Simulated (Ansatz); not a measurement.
## Ansatz (development build ahead of 0.2.0) run

```yaml
crystal:
  periodic: [false, false, false]
  atoms:
    - { symbol: O, position_ang: [0.0, 0.0, 0.0] }
    - { symbol: O, position_ang: [0.0, 0.0, 1.21] }
    - { symbol: O, position_ang: [0.0, 0.0, 6.0] }
    - { symbol: O, position_ang: [0.0, 0.0, 7.21] }
basis:
  gaussian: { orbitals: def2-SVP }
magnetization:
  spin_polarized: true
hamiltonian:
  xc: pbe0
scf:
  omitted_lower_state_checks: [stability, starts, atomic_configurations, cluster_reference, orbital_swaps, given_window_search, neighbouring_geometries, increment]
output:
  forces: true
```

The input is written out in the form of the current development build from the run's settings.

Results

```yaml
Converged: yes
Total_energy: -299.97043 hartree
Spin_squared_of_the_determinant: 0.000
```

Forces (eV/Å):
```tsv
atom	Fx	Fy	Fz
O1	0.000	0.000	1.720
O2	0.000	0.000	-1.721
O3	0.000	0.000	1.721
O4	0.000	0.000	-1.720
```

This is not the lowest solution: another run reaches a determinant 3.61 eV lower.
